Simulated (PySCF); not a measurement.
# Worked example: correlation energy of CH3Cl, singlet

Geometry: MP2(full)/6-31G*, from the G2/97 set.

```csv
atom,x (Å),y (Å),z (Å)
C,0.0000,0.0000,-1.2269
Cl,0.0000,0.0000,0.5504
H,0.0000,1.0293,-1.5798
H,0.8914,-0.5147,-1.5798
H,-0.8914,-0.5147,-1.5798
```

Basis 6-31G; PySCF 2.14.0. Only valence electrons are correlated (noble-gas cores frozen), which leaves 14 electrons in 22 orbitals. Prefix R: restricted or restricted open-shell reference.

Full CI isn't at hand for all of this; RCCSDT(Q) serves as the reference, and is uncertain by about the last step of the cluster series.

```
    level  total energy (hartree)
      RHF             -499.053678
     RMP2             -499.189304
    RCCSD             -499.211064
 RCCSD(T)             -499.213815
   RCCSDT             -499.214162
RCCSDT(Q)             -499.214263
```

What is the correlation energy at RCCSDT(Q), and what share of it do RMP2 and RCCSD(T) recover?

E(corr) = -499.214263 − (-499.053678) = -0.160585 hartree = -4.370 eV. RMP2: -0.135626 / -0.160585 = 84.46 %. RCCSD(T): -0.160137 / -0.160585 = 99.72 %.

By how many kcal/mol does RCCSD(T) miss RCCSDT(Q) (1 hartree = 627.509 kcal/mol), and which steps make up the rest?

-499.213815 − (-499.214263) = 0.000448 hartree = 0.28 kcal/mol. Steps: RCCSDT − RCCSD(T) = -0.22, RCCSDT(Q) − RCCSDT = -0.06 kcal/mol. That is within 1 kcal/mol of the reference in this basis, which itself misses far more of the correlation at the basis-set limit.
